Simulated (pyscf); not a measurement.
H₃Si–AsH–GeH₃ (SMILES [SiH3][AsH][GeH3]) + H₂ (SMILES [H][H]) -> H₃Ge–AsH₂ (SMILES [GeH3][AsH2]) + SiH₄ (SMILES [SiH4]) (four-centre exchange; singlet surface; As–Si, H–H broken, As–H, H–Si formed). Single points on ωB97X-D3(BJ)/def2-SVP structures (PySCF, gas phase). Energies in kcal/mol from the separated reactants.

```json
[
 {"level": "PBE/def2-TZVP", "barrier": "57.8", "reaction energy": "+3.6"},
 {"level": "r²SCAN/def2-TZVP", "barrier": "60.8", "reaction energy": "+4.1"},
 {"level": "B3LYP-D3(BJ)/def2-TZVP", "barrier": "63.5", "reaction energy": "+3.3"},
 {"level": "M06-2X/def2-TZVP", "barrier": "(withheld)", "reaction energy": "(withheld)"},
 {"level": "ωB97M-D3(BJ)/def2-TZVP", "barrier": "(withheld)", "reaction energy": "+2.2"},
 {"level": "HF/def2-TZVP", "barrier": "82.2", "reaction energy": "-4.2"}
]
```

**Question.** Complete the blanks.

**Answer.** 
- M06-2X/def2-TZVP, barrier: 66.0
- M06-2X/def2-TZVP, reaction energy: +4.7
- ωB97M-D3(BJ)/def2-TZVP, barrier: 65.4

The functionals in the table span 8.2 kcal/mol in this barrier, from PBE to M06-2X. At the saddle there is also a short H–Si contact that neither side keeps. This is the saddle that the search found; another between the same sides may lie lower. Elements up to Kr have no core potential and no relativistic terms here.
